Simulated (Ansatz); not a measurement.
A reaction path, image by image

Si2H5Cl, singlet, from Si₂H₅Cl ([SiH3][SiH2][Cl]) to Si₂H₅Cl ([SiH2][Cl][SiH3]); PBE0-D4/def2-SVP (Ansatz 0.2.0). Settings:

```yaml
hamiltonian: {xc: pbe0, dispersion: d4}
neb:
  images: 5
  climbing: true
  max_iterations: 40
  initial_path: idpp
```

First end:

Si1  (-0.637, 0.013, 1.023)
Si2  (0.552, 0.128, -0.987)
Cl3  (1.535, -1.663, -1.280)
H4  (-0.348, 0.345, -2.148)
H5  (1.572, 1.206, -0.963)
H6  (-1.623, -1.097, 0.957)
H7  (-1.356, 1.296, 1.250)
H8  (0.305, -0.227, 2.147)
(Å)

Second end:

```
8
angstrom
Si -0.0795 -0.5036 1.3501
Si -0.4921 0.8620 -1.5036
Cl 1.2237 -0.4677 -0.3001
H -0.3370 -0.0864 -2.6794
H 0.6164 1.7946 -1.9580
H -1.3142 -1.1920 0.9325
H -0.2803 0.8873 1.7950
H 0.6630 -1.2944 2.3635
```

The ends were relaxed with PBE0-D4 in triple zeta, so they are not quite minima here (largest force components 0.28 and 0.37 eV/Å).

Energies along the converged band: It took 12 iterations. Path lengths are measured after rigid turns and shifts between images are taken out.
```json
{"image": "0", "path length (Å)": "0.00", "energy (kcal/mol)": "0.00"}
{"image": "1", "path length (Å)": "0.70", "energy (kcal/mol)": "0.24"}
{"image": "2", "path length (Å)": "1.40", "energy (kcal/mol)": "0.94"}
{"image": "3", "path length (Å)": "2.09", "energy (kcal/mol)": "5.17"}
{"image": "4", "path length (Å)": "2.79", "energy (kcal/mol)": "31.47"}
{"image": "5 (climbing)", "path length (Å)": "3.49", "energy (kcal/mol)": "50.40"}
{"image": "6", "path length (Å)": "4.10", "energy (kcal/mol)": "48.44"}
```
Energies count from the first end.

The images between the ends:
Image 1:
```xyz
8
angstrom
Si -0.6190 -0.0250 1.0341
Si 0.5112 0.1566 -1.0137
Cl 1.7880 -1.4755 -1.1862
H -0.4326 0.1346 -2.1697
H 1.3286 1.4032 -1.0851
H -1.7744 -0.9617 0.8944
H -1.1261 1.3162 1.4598
H 0.3242 -0.5485 2.0666
```

Image 2:
```xyz
8
angstrom
Si -0.6092 -0.0668 1.0431
Si 0.4764 0.1809 -1.0305
Cl 2.0216 -1.2073 -1.1097
H -0.4418 -0.0808 -2.1781
H 1.0631 1.5439 -1.1946
H -1.9026 -0.7941 0.8655
H -0.8850 1.2723 1.6486
H 0.2774 -0.8482 1.9560
```

Image 3:
```xyz
8
angstrom
Si -0.5732 -0.1334 1.0471
Si 0.3564 0.2920 -1.0864
Cl 2.0103 -0.9419 -0.7872
H -0.3767 -0.1666 -2.3095
H 0.8349 1.6753 -1.4103
H -1.9095 -0.7766 0.8938
H -0.6253 1.1375 1.8276
H 0.2832 -1.0864 1.8250
```

Image 4:
```xyz
8
angstrom
Si -0.4302 -0.2498 1.0857
Si 0.1049 0.4850 -1.1701
Cl 1.7216 -0.8020 -0.5262
H -0.3624 -0.0958 -2.4802
H 0.7707 1.7679 -1.5976
H -1.7074 -0.9752 0.8716
H -0.4582 1.0400 1.8202
H 0.3610 -1.1702 1.9966
```

Image 5:
```xyz
8
angstrom
Si -0.2273 -0.3945 1.1543
Si -0.2281 0.7162 -1.2942
Cl 1.4445 -0.6855 -0.3142
H -0.3479 -0.0687 -2.5826
H 0.7241 1.8105 -1.7265
H -1.5042 -1.0840 0.8292
H -0.3163 0.9627 1.7553
H 0.4551 -1.2568 2.1788
```

The band counts as converged below 0.05 eV/Å. The run took about 110 s on 2 CPU threads of an Arm Neoverse V1 (shared host).
